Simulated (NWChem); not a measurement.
System: C3H7, doublet; SMILES C[CH]C

Here is an NWChem input.

```
start job
memory heap 200 mb stack 900 mb global 1100 mb
geometry units angstroms noautosym nocenter noautoz
  C      0.192645     0.015844     1.301326
  C     -0.523795    -0.134293     0.000000
  C      0.192645     0.015844    -1.301326
  H     -0.399873    -0.364267     2.141453
  H      1.154758    -0.516075     1.295644
  H      0.428381     1.072096     1.529952
  H     -1.611037    -0.101280     0.000000
  H     -0.399873    -0.364267    -2.141453
  H      0.428381     1.072096    -1.529952
  H      1.154758    -0.516075    -1.295644
end
basis spherical
  C library def2-svp
  H library def2-svp
end
dft
  odft
  mult 2
  xc m06-2x
  iterations 150
end
cosmo
  dielec 78.4
end
task dft energy
```

In the optimisation the excess spin sits in a' (Cs, its own frame). Geometry: optimised at B3LYP/6-31G* (spherical d), spin-unrestricted. No stability test was run on the SCF state.

Level: M06-2X/def2-SVP with COSMO at NWChem's default radii, gas-phase geometry; the question gives the dielectric constant. Reactions with the solvent are ignored.

What results follow from this input? (M06-2X/def2-SVP, spin-unrestricted, COSMO on the gas-phase geometry.) Quantities: electrostatic solvation energy (kcal/mol); dipole in solution (D).


```yaml
electrostatic solvation energy (kcal/mol): -0.7
dipole in solution (D): 0.33
```
